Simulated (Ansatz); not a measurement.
Born–Oppenheimer molecular dynamics of C2H5N (8 atoms, charge 0, multiplicity 1). It goes on from the last frame of an earlier run, with new velocities.

Level of theory: RKS B3LYP-D4/def2-SVP in Ansatz 0.2.0.

```
ensemble        : NVT, Langevin thermostat
time step       : 0.5 fs
steps asked     : 250
set temperature : 700 K
friction        : 0.01 /fs
seed            : 851236
```

First frame:

```xyz
8
Properties=species:S:1:pos:R:3
C -0.941 0.426 -0.578
C 0.166 0.385 0.171
N 0.783 -0.768 0.645
H -1.526 -0.475 -0.993
H -1.362 1.436 -0.809
H 0.667 1.334 0.415
H 0.490 -1.618 0.217
H 1.780 -0.734 0.690
```

Q: How far do the bonds stretch over the last three quarters of this one trajectory? (Pairs bonded in most of those frames.)

A: 
```json
{"bond": "C1–C2", "mean (Å)": "1.351", "spread (Å)": "0.028", "shortest": "1.28", "longest": "1.40"}
{"bond": "C1–H4", "mean (Å)": "1.105", "spread (Å)": "0.041", "shortest": "1.02", "longest": "1.18"}
{"bond": "C1–H5", "mean (Å)": "1.100", "spread (Å)": "0.059", "shortest": "1.00", "longest": "1.19"}
{"bond": "C2–N3", "mean (Å)": "1.390", "spread (Å)": "0.029", "shortest": "1.34", "longest": "1.45"}
{"bond": "C2–H6", "mean (Å)": "1.102", "spread (Å)": "0.030", "shortest": "1.05", "longest": "1.17"}
{"bond": "N3–H7", "mean (Å)": "1.018", "spread (Å)": "0.028", "shortest": "0.96", "longest": "1.08"}
{"bond": "N3–H8", "mean (Å)": "1.019", "spread (Å)": "0.028", "shortest": "0.96", "longest": "1.09"}
```

Mean temperature of the second half: 553 K. The mean temperature of the second half is 21 % below the set value. A run of 0.12 ps of so small a system gives no equilibrium averages.

Run time: 3.9 min on 1 CPU thread of a shared host.
